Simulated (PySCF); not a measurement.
Magnesium: a sound run and one with changed settings

Sound run: Mg [Ne] 3s2, Mg⁺ [Ne] 3s1. All numbers are calculated (PySCF 2.14, the spin-free X2C one-electron Hamiltonian (Gaussian nucleus), in cc-pVDZ-DK (4s3p1d, 18 functions)). In the sound run the correlated levels freeze [Ne]. The sound run starts from symmetry-adapted Hartree-Fock orbitals and uses a fine grid where one is needed.

Changed run: no relativity, point nucleus. This setting is unsound on purpose.

| species | method | sound run (hartree) | changed run (hartree) | converged |
| --- | --- | --- | --- | --- |
| Mg | UHF | -199.91418 | -199.55768 | yes |
| Mg | M06-L | -200.35742 | -200.00100 | yes |
| Mg | MN15 | -200.34180 | -199.98558 | yes |
| Mg | MP2 | -199.93554 | -199.57903 | yes |
| Mg | CCSD(T) | -199.94702 | -199.59052 | yes |
| Mg⁺ | UHF | -199.67040 | -199.31435 | yes |
| Mg⁺ | M06-L | -200.08003 | -199.72402 | yes |
| Mg⁺ | MN15 | -200.06096 | -199.70527 | yes |

Ionisation energy of Mg:

```tsv
method	sound run (eV)	changed run (eV)
UHF	6.634	6.621
M06-L	7.548	7.537
MN15	7.642	7.628
MP2	7.215	7.202
SCS-MP2	7.331	7.319
CCSD	7.527	7.515
CCSD(T)	7.527	7.515
CCSDT	7.527	7.515
FCI	7.527	7.515
```

Most of the change in total energy is the relativistic energy itself. On top of that the contraction fixes the core shape for the Hamiltonian it was made with, so the changed run is not a good calculation with the other Hamiltonian either.

For comparison, NIST gives 7.646 eV between the lowest levels.
